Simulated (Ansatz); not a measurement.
Basis-set extrapolation for C₃H₆N₂O, SMILES `COCN=C=N` (PBE0-D4/def2-TZVP geometry, frozen core, the Gaussian-basis code of Ansatz). Multiplicity 1, RHF reference.

```csv
,def2-TZVPP,def2-QZVPP
HF,-300.931876,-300.945508
MP2 correlation,-1.124829,-1.203063
CCSD(T) correlation,-1.201724,not run
```

Energies in hartree. Use E(X) = E(∞) + A·exp(−7.88·√X) for Hartree–Fock and E(X) = E(∞) + B·X^(−2.97) for correlation, with X = 3 and 4, and add CCSD(T) minus MP2 of the smaller set to the MP2 limit.

Problem. What is the CCSD(T) energy at the basis-set limit?

Solution. HF limit: -300.945508 + (-0.013632) × 0.13774 = -300.94739. MP2 limit: -1.203063 + (-0.078234) × 0.74074 = -1.26101. Higher-order term: -1.201724 − (-1.124829) = -0.07689. Total: -302.28529 hartree, 95.2 kcal/mol below CCSD(T)/def2-TZVPP.
